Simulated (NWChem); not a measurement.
# One shape, several levels: C3H6O2 (methyl acetate)

Wanted: a comparison of 6 runs (wB97X/6-311G**, wB97X/6-31G*, wB97X/6-31G**, wB97X/STO-3G, wB97X/3-21G, wB97X/6-31G) of C3H6O2 (methyl acetate). 

The results are computed with NWChem 7.3.0.

## (1) The molecule

C3H6O2 has 11 atoms, charge 0, and is taken as a singlet. SMILES: `COC(C)=O`. The shape is that of a PBE0-D4/def2-TZVP optimisation. This is one conformer, not always the lowest.

Bond lengths: C1–O2 1.423 Å, O2–C3 1.341 Å, C3–C4 1.498 Å, C3–O5 1.201 Å, C1–H6 1.091 Å, C1–H7 1.091 Å, C1–H8 1.088 Å, C4–H9 1.092 Å, C4–H10 1.087 Å, C4–H11 1.092 Å. Some angles: C1–O2–C3 115.2°, O2–C3–C4 111.1°, O2–C3–O5 123.3°, C4–C3–O5 125.6°, O2–C1–H6 110.7°, O2–C1–H7 110.7°, O2–C1–H8 105.9°, C3–C4–H9 109.9°, C3–C4–H10 109.5°, C3–C4–H11 109.9°.

## (2) Energy and gradient at wB97X/6-311G(d,p) (run 1)

File geom.nw:

```
START geom
TITLE "C3H6O2 wB97X"
memory 2200 mb
GEOMETRY units au noautosym nocenter noautoz
 C  -2.72233946  1.88349003  1.05427820
 O  -1.21830643 -0.31312762  0.66839613
 C   0.99286211  0.08465973 -0.50493482
 C   2.42792012 -2.33437868 -0.81655066
 O   1.68658057  2.13255593 -1.19506280
 H  -1.71719413  3.25826578  2.21589285
 H  -3.19930633  2.76391343 -0.74776463
 H  -4.42328194  1.23966034  2.01218038
 H   2.79112549 -3.17719653  1.03084560
 H   4.20199501 -1.96077983 -1.78163379
 H   1.30353308 -3.68458800 -1.89709606
END
BASIS spherical bse
 C library 6-311G**
 O library 6-311G**
 H library 6-311G**
END
DFT
 xc wb97x
 grid fine
 convergence energy 1e-08
 maxiter 100
 mulliken
 print low
END
TASK dft gradient
```

Launch:

```
$ nwchem geom.nw > geom.out
```

What it wrote:

```text
[...]
 d= 0,ls=0.0,diis     1   -268.2627178770 -4.51D+02  7.20D-03  1.37D+00    14.2
[...]
 d= 0,ls=0.0,diis    11   -268.3928842348 -5.87D-09  2.20D-07  2.68D-09   165.6
         Total DFT energy =     -268.392884234846
      One electron energy =     -726.643458063672
           Coulomb energy =      311.430627414920
    Exchange-Corr. energy =      -35.705188638048
 Nuclear repulsion energy =      182.525135051953
[...]
                         DFT ENERGY GRADIENTS
    atom               coordinates                        gradient
                 x          y          z           x          y          z
   1 C      -2.722339   1.883490   1.054278    0.002108  -0.002240  -0.000633
   2 O      -1.218306  -0.313128   0.668396    0.000902   0.002638  -0.000899
   3 C       0.992862   0.084660  -0.504935   -0.001288  -0.001004   0.000815
   4 C       2.427920  -2.334379  -0.816551   -0.001300   0.003370   0.000099
   5 O       1.686581   2.132556  -1.195063   -0.000109  -0.001784   0.000355
   6 H      -1.717194   3.258266   2.215893   -0.000400  -0.000434  -0.000404
   7 H      -3.199306   2.763913  -0.747765    0.000121  -0.000252   0.000627
   8 H      -4.423282   1.239660   2.012180    0.000357   0.000184  -0.000218
   9 H       2.791125  -3.177197   1.030846   -0.000023  -0.000130  -0.000401
  10 H       4.201995  -1.960780  -1.781634   -0.000678  -0.000310   0.000396
  11 H       1.303533  -3.684588  -1.897096    0.000311  -0.000037   0.000263
[...]
```

It took 3.7 min on 1 thread of Intel Xeon Platinum 8375C at 2.90GHz (Ice Lake), shared host; peak memory 0.12 GiB.

## (3) Energy and forces at wB97X/6-31G(d) (spherical functions) (run 2)

File geom.nw:

```
start geom
title "C3H6O2"
memory 2200 mb

geometry units au noautosym nocenter noautoz
 C  -2.72233946  1.88349003  1.05427820
 O  -1.21830643 -0.31312762  0.66839613
 C   0.99286211  0.08465973 -0.50493482
 C   2.42792012 -2.33437868 -0.81655066
 O   1.68658057  2.13255593 -1.19506280
 H  -1.71719413  3.25826578  2.21589285
 H  -3.19930633  2.76391343 -0.74776463
 H  -4.42328194  1.23966034  2.01218038
 H   2.79112549 -3.17719653  1.03084560
 H   4.20199501 -1.96077983 -1.78163379
 H   1.30353308 -3.68458800 -1.89709606
end

basis "ao basis" spherical bse
 * library 6-31G*
end

dft
 xc wb97x
 mult 1
 grid fine
 convergence energy 1e-08
 maxiter 100
 mulliken
 print low
end

task dft gradient
```

Launch:

```
$ nwchem geom.nw > geom.out
```

What it wrote:

```text
[...]
 d= 0,ls=0.0,diis     1   -268.1855518513 -4.51D+02  1.33D-02  1.13D+00     5.3
[...]
 d= 0,ls=0.0,diis    11   -268.3156664362 -4.00D-09  3.09D-07  1.12D-09    56.0
         Total DFT energy =     -268.315666436187
      One electron energy =     -726.534062784917
           Coulomb energy =      311.365293326681
    Exchange-Corr. energy =      -35.672032029905
 Nuclear repulsion energy =      182.525135051953
[...]
                         DFT ENERGY GRADIENTS
    atom               coordinates                        gradient
                 x          y          z           x          y          z
   1 C      -2.722339   1.883490   1.054278   -0.000054  -0.000866   0.000221
   2 O      -1.218306  -0.313128   0.668396    0.003475   0.003205  -0.002287
   3 C       0.992862   0.084660  -0.504935    0.001834   0.005192  -0.001769
   4 C       2.427920  -2.334379  -0.816551   -0.000767   0.003577  -0.000213
   5 O       1.686581   2.132556  -1.195063   -0.003561  -0.011593   0.003722
   6 H      -1.717194   3.258266   2.215893   -0.000904  -0.001104  -0.000984
   7 H      -3.199306   2.763913  -0.747765    0.000356  -0.000675   0.001523
   8 H      -4.423282   1.239660   2.012180    0.001439   0.000663  -0.000839
   9 H       2.791125  -3.177197   1.030846   -0.000598   0.000772  -0.001459
  10 H       4.201995  -1.960780  -1.781634   -0.001898  -0.000355   0.001025
  11 H       1.303533  -3.684588  -1.897096    0.000678   0.001184   0.001060
[...]
```

It took 77 s on 1 thread of Intel Xeon Platinum 8375C at 2.90GHz (Ice Lake), shared host; peak memory 0.11 GiB.

Runs 3 to 5 aren't shown in full; the table further down has their settings and results.

## (4) Energy and gradient at wB97X/6-31G (run 6)

File c3h6o2.nw:

```
echo
start c3h6o2
title "C3H6O2"
memory stack 880 mb heap 220 mb global 1100 mb

geometry units au noautosym nocenter noautoz
  C   -2.72233946   1.88349003   1.05427820
  O   -1.21830643  -0.31312762   0.66839613
  C    0.99286211   0.08465973  -0.50493482
  C    2.42792012  -2.33437868  -0.81655066
  O    1.68658057   2.13255593  -1.19506280
  H   -1.71719413   3.25826578   2.21589285
  H   -3.19930633   2.76391343  -0.74776463
  H   -4.42328194   1.23966034   2.01218038
  H    2.79112549  -3.17719653   1.03084560
  H    4.20199501  -1.96077983  -1.78163379
  H    1.30353308  -3.68458800  -1.89709606
end

basis spherical bse
  * library 6-31G
end

dft
  xc wb97x
  grid fine
  convergence energy 1e-08
  maxiter 100
  mulliken
  noprint "final vectors analysis"
end

task dft gradient
```

Launch:

```
$ nwchem c3h6o2.nw > c3h6o2.out
```

What it wrote:

```text
[...]
          Wavefunction type:  closed shell.
          No. of atoms     :    11
          No. of electrons :    40
[...]
          Charge           :     0
          Spin multiplicity:     1
[...]
          AO basis - number of functions:    57
[...]
              XC Information
              --------------
                       wb97x  Method XC Functional
                     Hartree-Fock (Exact) Exchange  1.000
                         wb97x Exchange Functional  1.000
                      wb97x Correlation Functional  1.000
[...]
 d= 0,ls=0.0,diis     1   -268.0740112800 -4.51D+02  2.66D-02  1.17D+00     3.0
[...]
 d= 0,ls=0.0,diis    11   -268.2224157012 -3.41D-09  3.21D-07  8.14D-10    30.4
         Total DFT energy =     -268.222415701189
      One electron energy =     -725.993484900674
           Coulomb energy =      310.889988761192
    Exchange-Corr. energy =      -35.644054613660
 Nuclear repulsion energy =      182.525135051953
[...]
      Total Density - Mulliken Population Analysis
     ---------------------------------------------
    Atom       Charge   Shell Charges
 -----------   ------   -------------------------------------------------------
    1 C    6     6.22   2.00  0.68  2.10  0.61  0.83
    2 O    8     8.49   2.00  0.89  2.92  0.99  1.68
    3 C    6     5.52   2.00  0.75  2.01  0.26  0.51
    4 C    6     6.50   2.00  0.66  2.17  0.68  1.00
    5 O    8     8.40   2.00  0.92  2.88  1.00  1.60
    6 H    1     0.82   0.53  0.28
    7 H    1     0.82   0.53  0.28
    8 H    1     0.82   0.54  0.28
    9 H    1     0.81   0.52  0.28
   10 H    1     0.81   0.53  0.28
[...]
  wavefunction    = closed shell
[...]
```

It took 38 s on 1 thread of Intel Xeon Platinum 8375C at 2.90GHz (Ice Lake), shared host; peak memory 0.12 GiB.

## (5) All runs side by side

| run | level | energy (Eh) | largest force (eV/Å) | wall time |
| --- | --- | --- | --- | --- |
| 1 | wB97X/6-311G** | -268.392884 | 0.186 | 3.7 min |
| 2 | wB97X/6-31G* (spherical functions) | -268.315666 | 0.652 | 77 s |
| 3 | wB97X/6-31G** (spherical functions) | -268.324071 | 0.652 | 2 min |
| 4 | wB97X/STO-3G | -264.827263 | 4.948 | 15 s |
| 5 | wB97X/3-21G | -266.833059 | 2.011 | 30 s |
| 6 | wB97X/6-31G | -268.222416 | 2.634 | 38 s |

## (6) What came out

| quantity | value |
| --- | --- |
| run 6: total energy | -268.22242 Eh |
| run 6: dipole moment | 1.75 D |
| run 6: largest force on an atom | 2.634 eV/Å |

In run 4 the basis is minimal, so the values are rough. All runs together took 8.3 min, the longest 3.7 min.
